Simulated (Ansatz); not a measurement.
PF, triplet: vertical spin and charge gaps

Geometry (PBE0/def2-TZVP stationary point for this spin):

| atom | x (Å) | y (Å) | z (Å) |
| --- | --- | --- | --- |
| F | 0.0000 | 0.0000 | 0.0000 |
| P | 0.0000 | 0.0000 | 1.5934 |

Basis 6-31G; Ansatz 0.2.0. Only valence electrons are correlated (noble-gas cores frozen). Prefix R: restricted or restricted open-shell reference; prefix U: unrestricted. Active spaces: valence = (12e, 8o) chosen from the atoms' valence shells.

Gaps are energies of the second state less the first, at fixed atoms, for a selection of the levels run; each method lands on the state that its own search finds for that charge and spin.

For open shells CISD and CISDTQ are restricted-active-space CI with the open shells as a complete middle space. The determinant of the PF singlet fills πx and πy unequally, so it is a mixture of Σ and Δ, which weighs on every level built on one determinant.

Removing an electron, to the doublet: 9.338 eV at full CI (triplet A2, doublet ion B1, in C2v).

| level | gap (eV) | error (meV) |
| --- | --- | --- |
| RHF | 9.859 | 521 |
| UHF | 9.918 | 580 |
| RMP2 | 9.403 | 65 |
| UMP2 | 9.410 | 72 |
| CISD | 9.470 | 132 |
| RCCSD | 9.424 | 86 |
| UCCSD | 9.425 | 87 |
| RCCSD(T) | 9.347 | 9 |
| UCCSD(T) | 9.347 | 9 |
| BCCD(T) | 9.338 | 0 |
| RCCSDT | 9.342 | 4 |
| UCCSDT | 9.342 | 4 |
| CISDTQ | 9.347 | 9 |
| RCCSDT(Q) | 9.341 | 3 |
| UCCSDT(Q) | 9.332 | -6 |
| RCCSDTQ | 9.337 | -1 |
| UCCSDTQ | 9.337 | -1 |
| CASSCF (valence space) | 8.661 | -677 |
| NEVPT2 (valence space) | 9.352 | 14 |
| MRCISD (valence space) | 9.326 | -12 |
| MRCISD+Q (valence space) | 9.366 | 28 |
| PBE | 9.740 | 402 |
| r2SCAN | 10.032 | 694 |
| PBE0 | 10.034 | 696 |
| B3LYP | 9.902 | 564 |
| wB97M-V | 9.746 | 408 |
| B2PLYP | 9.658 | 320 |
| RPA-PBE | 9.043 | -295 |

Removing an electron, to the quartet: 13.171 eV at full CI (triplet A2, quartet ion A2, in C2v).

| level | gap (eV) | error (meV) |
| --- | --- | --- |
| RHF | 12.991 | -180 |
| UHF | 12.971 | -200 |
| RMP2 | 13.139 | -32 |
| UMP2 | 13.253 | 82 |
| CISD | 13.135 | -36 |
| RCCSD | 13.183 | 12 |
| UCCSD | 13.177 | 6 |
| RCCSD(T) | 13.178 | 7 |
| UCCSD(T) | 13.177 | 6 |
| BCCD(T) | 13.180 | 9 |
| RCCSDT | 13.174 | 3 |
| UCCSDT | 13.173 | 2 |
| CISDTQ | 13.168 | -3 |
| RCCSDT(Q) | 13.171 | 0 |
| UCCSDT(Q) | 13.171 | 0 |
| RCCSDTQ | 13.171 | 0 |
| UCCSDTQ | 13.171 | 0 |
| CASSCF (valence space) | 12.666 | -505 |
| NEVPT2 (valence space) | 13.097 | -74 |
| MRCISD (valence space) | 13.119 | -52 |
| MRCISD+Q (valence space) | 13.156 | -15 |
| PBE | 14.033 | 862 |
| r2SCAN | 13.962 | 791 |
| PBE0 | 14.111 | 940 |
| B3LYP | 14.274 | 1103 |
| r2SCANh | 13.992 | 821 |
| wB97M-V | 14.259 | 1088 |
| B2PLYP | 13.933 | 762 |
| RPA-PBE | 13.253 | 82 |

Quintet less triplet: 7.665 eV at full CI (triplet A2, quintet A2, in C2v).

| level | gap (eV) | error (meV) |
| --- | --- | --- |
| RHF | 7.292 | -373 |
| UHF | 7.225 | -440 |
| RMP2 | 7.596 | -69 |
| UMP2 | 7.679 | 14 |
| CISD | 7.605 | -60 |
| RCCSD | 7.650 | -15 |
| UCCSD | 7.644 | -21 |
| RCCSD(T) | 7.665 | 0 |
| UCCSD(T) | 7.664 | -1 |
| BCCD(T) | 7.667 | 2 |
| RCCSDT | 7.665 | 0 |
| UCCSDT | 7.665 | 0 |
| CISDTQ | 7.661 | -4 |
| RCCSDT(Q) | 7.665 | 0 |
| UCCSDT(Q) | 7.665 | 0 |
| RCCSDTQ | 7.665 | 0 |
| UCCSDTQ | 7.665 | 0 |
| CASSCF (valence space) | 7.981 | 316 |
| NEVPT2 (valence space) | 7.726 | 61 |
| MRCISD (valence space) | 7.703 | 38 |
| MRCISD+Q (valence space) | 7.678 | 13 |
| PBE | 7.871 | 206 |
| r2SCAN | 7.761 | 96 |
| PBE0 | 7.868 | 203 |
| B3LYP | 8.146 | 481 |
| r2SCANh | 7.758 | 93 |
| wB97M-V | 8.260 | 595 |
| B2PLYP | 8.076 | 411 |
| RPA-PBE | 7.718 | 53 |

Singlet less triplet: 1.230 eV at full CI (triplet A2, singlet A1, in C2v).

By full CI's occupations no single determinant describes the singlet well.

| level | gap (eV) | error (meV) |
| --- | --- | --- |
| RHF | 1.843 | 613 |
| RMP2 | 1.559 | 329 |
| CISD | 1.548 | 318 |
| RCCSD | 1.446 | 216 |
| RCCSD(T) | 1.374 | 144 |
| BCCD(T) | 1.371 | 141 |
| RCCSDT* | 1.259 | 29 |
| CISDTQ | 1.317 | 87 |
| RCCSDT(Q)* | 1.216 | -14 |
| RCCSDTQ* | 1.232 | 2 |
| CASSCF (valence space) | 1.187 | -43 |
| NEVPT2 (valence space) | 1.226 | -4 |
| MRCISD (valence space) | 1.215 | -15 |
| MRCISD+Q (valence space) | 1.215 | -15 |

An asterisk marks runs whose energy the program itself flagged as in doubt.

In so small a basis the reference is far from its limit while semilocal and hybrid functionals are nearer theirs (RPA and double hybrids share much of the reference's basis error), so the functionals' errors here hold much of the reference's basis and frozen-core error, which can add to them or hide them.

Full CI is exact within this basis and frozen core; it isn't the basis-set limit. The frozen core follows each run's orbitals, which can shift R against U totals by a few meV.
